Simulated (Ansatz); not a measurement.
The reference is Cu in the fcc (Cu type) structure (space group Fm-3m, No. 225; a = 3.630 Å).

Levels (all Ansatz, a program for electronic structure, PAW): PBE (420 eV, scalar-relativistic without spin-orbit coupling); r2SCAN (500 eV, without spin-orbit coupling).

Levels that relaxed their own cell: PBE and r2SCAN.

| level | lattice parameter a |
|---|---|
| PBE | 3.630 Å |
| r2SCAN | 3.577 Å |

Measured: lattice parameter a 3.595 Å (static lattice; corrected from measurement; as listed in Gábor I. Csonka et al., Physical Review B (2009)).

Computed minus measured — lattice parameter a: PBE +1.0 %, r2SCAN -0.5 % (closest: r2SCAN).

No phonon test of stability was made. All final runs are without spin polarisation.
